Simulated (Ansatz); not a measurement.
C3H5FO can be A, `C/C=C(\O)F`, or B, `FC1CCO1`.

Gas-phase electronic energies from Ansatz, PBE0-D4/def2-TZVP geometries. CCSD(T)/CBS is the MP2 limit (def2-TZVPP, def2-QZVPP) plus CCSD(T) − MP2 in def2-TZVPP, frozen cores. DFT in def2-TZVPP. B3LYP here is the variant with VWN-RPA as its local correlation; programs differ in this. Each species was taken in one conformer, which may not be the lowest.

Problem. Which isomer does CCSD(T)/CBS put lower? Give the gap. (Estimate.)

Solution. Computed: A, by 9.5 kcal/mol.

Problem. Give E(B) − E(A) in kcal/mol with B3LYP, PBE0-D4, ωB97M-V, CCSD(T)/def2-SVP, B2PLYP, r2SCAN-D4, LDA (SPW92). (Best estimate.)

Solution. Computed: B3LYP 12.1, PBE0-D4 8.7, ωB97M-V 8.9, CCSD(T)/def2-SVP 9.7, B2PLYP 10.9, r2SCAN-D4 11.1, LDA (SPW92) 9.3. None reverses the order clearly.

Problem. Does the order hold for the free energy at 298.15 K (harmonic terms from PBE0-D4)? (Best estimate.)

Solution. Ansatz gave: Yes: G(B) − G(A) = +12.1 kcal/mol, for one conformer each.

Largest T1 diagnostic: 0.012.

From BLYP to BHLYP (50 % exact exchange), in def2-TZVPP and without D4, E(B) − E(A) moves by −3.2 kcal/mol. Leaving LDA and LC-ωPBE aside and taking each functional with its dispersion term where it has one, the values, not all of them listed here, spread over 6.9 kcal/mol, from ωB97X-V to BLYP-D4. LDA lies −0.9 kcal/mol from PBE without D4.
